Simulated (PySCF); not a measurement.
Gas-phase XPS of `C=CS(=O)(=O)Cl`, computed

C2H3ClO2S.
Cartesian coordinates in Å at the GFN2-xTB level; atoms count from 1:
```xyz
9
C2H3ClO2S angstrom
C     -1.4681   -0.1610   -0.0209
C     -0.2839   -0.5263   -0.4476
S      1.1325    0.1781    0.3706
O      0.7421    0.8727    1.5529
O      2.2052   -0.7588    0.4260
Cl     1.6544    1.5936   -1.0112
H     -1.5396    0.5274    0.8057
H     -2.3881   -0.5210   -0.4529
H     -0.0410   -1.1987   -1.2479
```

Theory: delta-SCF UKS SCAN, pcX-2 on the ionised atom, pcseg-1 elsewhere, spin-free X2C (PySCF). Vertical ΔSCF values, vacuum level as zero.

Question: List the computed XPS lines with their assignment.

Answer: 
```tsv
atom(s)	bonded to	level	binding energy (eV)	2p1/2 (eV)	above the level's lowest (eV)	count
S3	2 O (double bond), Cl and C	S 2p3/2	174.95	176.18	0.00	1
Cl6	S	Cl 2p3/2	206.36	208.02	0.00	1
C1	C (double bond) and 2 H	C 1s	291.86	–	0.00	1
C2	S, C (double bond) and H	C 1s	292.22	–	+0.36	1
O4/O5	S (double bond)	O 1s	538.61	–	0.00	2
S3	2 O (double bond), Cl and C	S 1s	2483.88	–	0.00	1
Cl6	S	Cl 1s	2828.94	–	0.00	1
```

The listed C 1s values span 0.36 eV, from C1 (bonded to C (double bond) and 2 H) to C2 (bonded to S, C (double bond) and H).

Question: What is the longest wavelength that can ionise Cl 1s of Cl6 vertically?

Answer: λ = hc/E = 12398.42 eV Å / 2828.94 eV = 4.383 Å.

Question: Which effective nuclear charge Zeff reproduces each element's mean 1s value in the hydrogen-like formula E = 13.606 eV × Zeff²?

Answer: C (Z = 6): mean 292.0 eV, Zeff = 4.63, Z − Zeff = 1.37; O (Z = 8): mean 538.6 eV, Zeff = 6.29, Z − Zeff = 1.71; S (Z = 16): mean 2483.9 eV, Zeff = 13.51, Z − Zeff = 2.49; Cl (Z = 17): mean 2828.9 eV, Zeff = 14.42, Z − Zeff = 2.58. Means run over the listed sites, weighted by atom count.

One atom of each set of topologically equivalent atoms was ionised and stands for the set; in this conformer not all members are related by symmetry, and their own values weren't computed. 2p3/2 and 2p1/2 are the ΔSCF energy of one spin-free 2p hole plus the eigenvalues of a spin–orbit and ligand-field matrix of the shell. 2p1/2 minus 2p3/2 (ligand field included): S 1.23 eV, Cl 1.65 eV. One conformer (not necessarily the lowest) at the GFN2-xTB geometry, without solvent, vibrations or thermal averaging.
